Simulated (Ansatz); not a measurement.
Relaxing Zn₃Ge₂Bi

Level of theory: DFT PBE, scalar-relativistic, plane waves, PAW in Ansatz. Cutoff 420 eV, Γ-centred k mesh, Gaussian smearing, no spin polarisation in the final step.

The start puts Zn₃Ge₂Bi on the MAX phase (312) structure type (P6_3/mmc, No. 194), with Bi in place of Si, Ge in place of C, Zn in place of Ti, at a guessed volume.

```
Zn Ge Bi
1.0
     3.49633    0.00000    0.00000
    -1.74817    3.02791    0.00000
     0.00000    0.00000   20.15801
Zn Ge Bi
6 4 2
Direct
  0.00000 0.00000 0.50000
  0.00000 0.00000 0.00000
  0.33333 0.66667 0.36500
  0.66667 0.33333 0.86500
  0.66667 0.33333 0.63500
  0.33333 0.66667 0.13500
  0.33333 0.66667 0.92800
  0.66667 0.33333 0.42800
  0.66667 0.33333 0.07200
  0.33333 0.66667 0.57200
  0.00000 0.00000 0.25000
  0.00000 0.00000 0.75000
```

Cell and atoms relax at zero pressure; the relaxation can't lower the symmetry of the start. After a coarse first stage the cell is made exact in the group found at 0.06 Å.

The zero of energy is the elements' standard structures at the same level; no fitted shifts are applied.

What does it relax into?

It keeps P6_3/mmc (No. 194). The result has the site pattern of a MAX phase (312) structure. Conventional cell: a = 3.787 Å, c = 20.216 Å. Zn on Wyckoff site a (2 atoms of the primitive cell) has 6 Ge at 2.61 Å; Zn on Wyckoff site f (4 atoms of the primitive cell) has 3 Ge at 2.67 Å and 3 Bi at 3.03 Å; around Ge lie 6 Zn at 2.61–2.67 Å; Bi has 6 Zn at 3.03 Å.

```
Zn Ge Bi
1.0
     3.78730    0.00000    0.00000
    -1.89365    3.27990    0.00000
     0.00000    0.00000   20.21552
Zn Ge Bi
6 4 2
Direct
  0.00000 0.00000 0.50000
  0.00000 0.00000 0.00000
  0.33333 0.66667 0.35368
  0.66667 0.33333 0.85368
  0.66667 0.33333 0.64632
  0.33333 0.66667 0.14632
  0.33333 0.66667 0.92924
  0.66667 0.33333 0.42924
  0.66667 0.33333 0.07076
  0.33333 0.66667 0.57076
  0.00000 0.00000 0.25000
  0.00000 0.00000 0.75000
```

What are its volume, energy, density and gap?

The volume per atom is 20.93 Å³, the density is 7.28 g/cm³ and the energy over the elements is 0.22 eV/atom. The gap on the 12×12×2 mesh is 0 eV (a metal).

The final run used a 12×12×2 mesh on its 12-atom cell and 0.10 eV smearing. For metals, differences of a few meV/atom aren't resolved. Spin–orbit coupling is left out. Symmetry constrained the relaxation, so the result can be a saddle point. The steps took of the order of 10 core-minutes in all.